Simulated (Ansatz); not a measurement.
**SiH⁺, singlet along the distance Si1-H2**

Starting geometry (PBE0/def2-TZVP stationary point for this spin):

```yaml
atoms:
  - { symbol: Si, position_ang: [0.0000, 0.0000, 0.0000] }
  - { symbol: H, position_ang: [0.0000, 0.0000, 1.5186] }
```

From there H2 moves along the line of the two atoms named below, all else staying in place; atoms are numbered as listed. Energies are in kcal/mol, counted from the starting geometry at the same level. Kohn–Sham curves are unrestricted where that lies lower, except RKS.

Basis cc-pVQZ; Ansatz 0.2.0. Correlated methods freeze the noble-gas cores.

Unrestricted Kohn–Sham rows aren't spin-pure: their determinants' ⟨S²⟩ exceeds S(S+1) by up to 1.01, so they mix in states of higher spin. A value is left out where its run failed or describes another state than the reference as far as symmetry and spin tell, or, spin-broken singlets apart, can't be checked.

Full CI is exact within this basis and frozen core; it isn't the basis-set limit.

| distance Si1-H2 (Å) | full CI | PBE | r2SCAN | PBE0 | B3LYP | BHLYP | wB97M-V | B2PLYP | RKS PBE0 | RPA-PBE |
| --- | --- | --- | --- | --- | --- | --- | --- | --- | --- | --- |
| 1.192 | 31.7 | 34.3 | 32.8 | 33.1 | 32.2 | 30.9 | 31.5 | 31.6 | 33.1 | 31.5 |
| 1.367 | 4.7 | 6.0 | 5.2 | 5.3 | 5.0 | 4.3 | 4.6 | 4.7 | 5.3 | 4.7 |
| 1.519 | 0.0 | 0.0 | 0.0 | 0.0 | 0.0 | 0.0 | 0.0 | 0.0 | 0.0 | 0.0 |
| 1.645 | 2.9 | 1.9 | 2.5 | 2.5 | 2.6 | 3.4 | 3.0 | 3.0 | 2.5 | 2.9 |
| 1.880 | 15.9 | 13.2 | 15.1 | 15.2 | 15.3 | 17.6 | 16.6 | 16.5 | 15.2 | 15.7 |
| 2.097 | 30.4 | 27.0 | 29.9 | 30.5 | 30.2 | 34.0 | 32.5 | 32.0 | 30.5 | 30.3 |
| 2.453 | 51.3 | 49.4 | 52.5 | 54.5 | 53.8 | 57.1 | 57.9 | 57.6 | 55.2 | 52.2 |
| 2.806 | 65.0 | 64.1 | 63.6 | 66.0 | 66.8 | 67.5 | 70.6 | 68.7 | 75.9 | 69.4 |
| 3.356 | 74.6 | 70.5 | 70.7 | 71.5 | 73.8 | 73.1 | 76.5 | 74.2 | 98.7 | 75.1 |
| 4.136 | 77.7 | 72.9 | 73.4 | 73.6 | – | 75.1 | 77.9 | 76.0 | 115.8 | 76.7 |
| 5.276 | 78.3 | 73.5 | 74.2 | 74.4 | 77.1 | 75.7 | – | 76.5 | 124.1 | 74.2 |

PBE at 5.276 Å lies 4.8 kcal/mol (6 %) below the reference in this basis. PBE0 at 5.276 Å lies 3.9 kcal/mol (5 %) below the reference in this basis. RKS PBE0 keeps both spins in the same orbitals, so it can't give open-shell fragments and ends 45.8 kcal/mol too high at 5.276 Å. r2SCAN at 5.276 Å lies 4.1 kcal/mol (5 %) below the reference in this basis.
